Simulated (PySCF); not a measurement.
Molecule: `C=C1CCCC1`, C6H10.

Molfile (atoms numbered from 1):
```
C6H10
     RDKit          3D

 16 16  0  0  0  0  0  0  0  0999 V2000
    2.2653   -0.2063   -0.0616 C   0  0  0  0  0  0  0  0  0  0  0  0
    0.9367   -0.0865   -0.0260 C   0  0  0  0  0  0  0  0  0  0  0  0
   -0.0191   -1.0076    0.7054 C   0  0  0  0  0  0  0  0  0  0  0  0
   -1.3567   -0.2631    0.6972 C   0  0  0  0  0  0  0  0  0  0  0  0
   -1.3232    0.5086   -0.6222 C   0  0  0  0  0  0  0  0  0  0  0  0
    0.1254    0.9958   -0.7099 C   0  0  0  0  0  0  0  0  0  0  0  0
    2.7824   -1.0065    0.4759 H   0  0  0  0  0  0  0  0  0  0  0  0
    2.8852    0.4927   -0.6302 H   0  0  0  0  0  0  0  0  0  0  0  0
    0.3363   -1.2735    1.7124 H   0  0  0  0  0  0  0  0  0  0  0  0
   -0.1125   -1.9530    0.1414 H   0  0  0  0  0  0  0  0  0  0  0  0
   -1.3964    0.4471    1.5410 H   0  0  0  0  0  0  0  0  0  0  0  0
   -2.2268   -0.9298    0.7919 H   0  0  0  0  0  0  0  0  0  0  0  0
   -1.5405   -0.1778   -1.4586 H   0  0  0  0  0  0  0  0  0  0  0  0
   -2.0607    1.3237   -0.6707 H   0  0  0  0  0  0  0  0  0  0  0  0
    0.4662    1.1953   -1.7371 H   0  0  0  0  0  0  0  0  0  0  0  0
    0.2381    1.9407   -0.1487 H   0  0  0  0  0  0  0  0  0  0  0  0
  1  2  2  0
  2  3  1  0
  3  4  1  0
  4  5  1  0
  5  6  1  0
  6  2  1  0
  1  7  1  0
  1  8  1  0
  3  9  1  0
  3 10  1  0
  4 11  1  0
  4 12  1  0
  5 13  1  0
  5 14  1  0
  6 15  1  0
  6 16  1  0
M  END
```

Geometry PBE0-D3(BJ)/def2-SVP throughout; GIAO in PySCF 2.14, gas phase, one conformer, non-relativistic; equivalent atoms averaged; functional PBE0.

For orientation, 6-311+G(2d,p) gives these shifts δ (against TMS at the same level): C2 161.5, C1 109.6, C3/C6 35.6, C4/C5 29.6, H7/H8 5.15, H9/H10/H15/H16 2.38, H11/H12/H13/H14 1.64 ppm.

A run gave: C2 151.6, C1 106.9, C3/C6 33.5, C4/C5 27.6, H7/H8 5.05, H9/H10/H15/H16 2.15, H11/H12/H13/H14 1.38 ppm (shifts δ (against TMS at the same level)).

Q: Which basis set was used in that run?
A. pcSseg-0
B. def2-SVP
C. IGLO-III
D. def2-TZVP
E. pcSseg-2

A: B. C2 tells them apart best: def2-SVP gives 151.6, def2-TZVP gives 163.4, pcSseg-0 gives 160.7, IGLO-III gives 167.2, pcSseg-2 gives 168.4 ppm.
